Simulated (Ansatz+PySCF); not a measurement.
**doublet CO2(+): levels of theory in one basis**

```yaml
atoms:
  - { symbol: C, position_ang: [0.0000, 0.0000, 0.0000] }
  - { symbol: O, position_ang: [0.0000, 0.0000, 1.2212] }
  - { symbol: O, position_ang: [0.0000, 0.0000, -1.2212] }
```

Basis set: cc-pVTZ (spherical functions). Frozen core: 3 orbitals. Correlation on ROHF uses semicanonical orbitals with singles. Charge 1, multiplicity 2.

Computed with Ansatz (development build ahead of 0.2.0) and PySCF 2.14.0; each method stands on the lowest determinant of its kind that the runs found.

```
  method  E − E(ROHF) (eV)  <S²> of the determinant
    ROHF              0.00                     0.75
     UHF             -1.02                     1.04
ROHF-MP2            -15.73                        –
 UHF-MP2            -15.19                     1.04
UHF-CCSD            -16.10                     1.04
```

**Question.** What does UHF-CCSD(T) give on the same scale?

**Answer.** -16.85 eV.

Caution for ROHF, ROHF-MP2: an unrestricted determinant lies well below; the determinant breaks the point group. Caution for UHF, UHF-MP2, UHF-CCSD, UHF-CCSD(T): the unrestricted determinant is spin contaminated. Caution for ROHF-MP2, UHF-MP2: forces differ strongly between restricted and unrestricted references; MP2 on this radical cation hangs on the determinant chosen. Caution for ROHF-MP2: another reference gives a lower total.
